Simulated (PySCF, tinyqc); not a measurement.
Orbital energy against energy difference: ionisation energy by orbital energies and by energy differences in the 6-31g* basis, for CH2, spin multiplicity 1. Computed by the program tinyqc with PySCF. The cation is unrestricted; errors are against CCSD(T) in this basis, not against experiment.

Geometry (angstrom):
```
atom       x        y       z
C     0.0000   0.0000  0.0000
H     0.0000   0.9220  0.4370
H     0.0000  -0.9220  0.4370
```

CCSD(T) difference in the same basis = 8.9652 eV

IP-EOM-CCSD = 8.9652 eV

First vertical ionisation energy (eV):
```
method   -e(HOMO)  E(cation) - E  error of -e(HOMO)  error of the difference
HF         9.3517       7.947129             0.3864                  -1.0181
LDA        4.5088       7.053296            -4.4565                  -1.9119
PBE        4.3283       6.684792            -4.6370                  -2.2805
B3LYP      5.4095       9.283939            -3.5558                   0.3187
PBE0       5.6864       9.144873            -3.2789                   0.1796
LC-wPBE    8.7232       9.266417            -0.2420                   0.3012
```

Estimate the missing row, method = CAM-B3LYP.

Computed row:
```
method     -e(HOMO)  E(cation) - E  error of -e(HOMO)  error of the difference
CAM-B3LYP    7.1602       9.280443            -1.8050                   0.3152
```

Koopmans errs by +0.39 eV and Delta-HF by -1.02 eV: relaxation, 1.40 eV, lowers the value and the missing correlation difference works against it. The PBE level is off by -4.6 eV through the wrong tail of its potential, though its energy difference is off by -2.28 eV; exact exchange deepens the level, and among the orbital energies LC-wPBE comes closest; among the differences PBE0 does. The restricted reference is unstable here: a spin-polarised solution lies 0.0369 hartree lower (PySCF), so results built on it describe a poor reference.
